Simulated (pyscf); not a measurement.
Thermochemistry of product channels of H₃Si–PH₂ (SMILES [SiH3]P) + H₂O (SMILES O) on the singlet surface, in kJ/mol, from ωB97M-D3(BJ)/def2-TZVP energies (ideal gas, 1 atm, RRHO with modes under 100 cm⁻¹ raised to 100, one conformer, R ln 2 for rigid chiral ones). Single points on ωB97X-D3(BJ)/def2-SVP structures (PySCF, gas phase).

```tsv
products	ΔE	ΔH(298 K)	ΔG(600 K)	ΔG(900 K)
HO–SiH₂–PH₂ (SMILES O[SiH2]P) + H₂ (SMILES [H][H])	-68.2	-79.1	-64.2	-59.9
HO–PH–SiH₃ (SMILES OP[SiH3]) + H₂ (SMILES [H][H])	+45.6	+34.0	+46.2	+49.3
```

These are energies of the channels, which say nothing of barriers.
